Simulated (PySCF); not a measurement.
**From a raw peak list to a structure**

Formula C$_{3}$H$_{3}$F$_{3}$. The spectrum was simulated from the full spin Hamiltonian at 400 MHz with 1.0 Hz Lorentzian lines, from shifts rounded to 0.01 ppm and J to 0.1 Hz, couplings under 1 Hz left out.

```csv
region,integral (H),ppm,Hz,height
1,1,5.503,2201.2,50
1,,5.495,2197.8,94
1,,5.486,2194.2,90
1,,5.476,2190.6,100
1,,5.468,2187.2,53
2,1,5.372,2148.9,50
2,,5.364,2145.5,94
2,,5.355,2141.9,89
2,,5.346,2138.3,100
2,,5.337,2134.9,53
3,1,4.879,1951.5,26
3,,4.861,1944.2,48
3,,4.849,1939.6,28
3,,4.843,1937.1,25
3,,4.831,1932.4,49
3,,4.827,1930.6,30
3,,4.813,1925.2,27
3,,4.808,1923.4,50
3,,4.797,1918.8,28
3,,4.790,1916.2,25
3,,4.779,1911.6,48
3,,4.761,1904.4,24
```

[PySCF: GIAO PBE0/pcSseg-1 shieldings; structure optimised with GFN2-xTB; spin–spin couplings from B3LYP/pcJ-1; one computed conformer; in vacuum; non-relativistic Hamiltonian; rapidly exchanging positions averaged]

Scale: ¹H (31.72 ppm) against TMS (reference shieldings calculated alike).

Task: Analyse the multiplets.

Result: ¹H NMR (400 MHz, computed): δ 5.42 (ddt, J = 52.3, 7.2, 3.4 Hz, 2H), 4.82 (ddt, J = 20.9, 11.8, 7.2 Hz, 1H). These are first-order names from the parameters used; overlap and second-order distortion can hide them in the list.

Task: What is the compound?

Result: SMILES FCC=C(F)F.

Mapped SMILES: `[F:1][CH2:2][CH:3]=[C:4]([F:5])[F:6]`; H(Xn) means a hydrogen on atom n.

- δ 5.42: H(C2), hydrogen on an allylic sp3 CH2 bonded to F, coupled to F1 (52.3 Hz), H(C3) (7.2 Hz), F5 and F6 (3.4 Hz).
- δ 4.82: H(C3), hydrogen on an alkene CH, coupled to F5 (20.9 Hz), F1 (11.8 Hz), H(C2) (7.2 Hz).

The shifts were computed for this structure.

Multiplet labels drop couplings under 1 Hz and merge nearly equal ones. Unscaled 3J(H,H) at this level run about 10 % above measured values. Couplings across =CH–CH2 type bonds come from one rotamer and its mirror image, and can be 1–2 Hz further off. 3J across rotatable bonds or in flexible rings reflects this conformer alone.
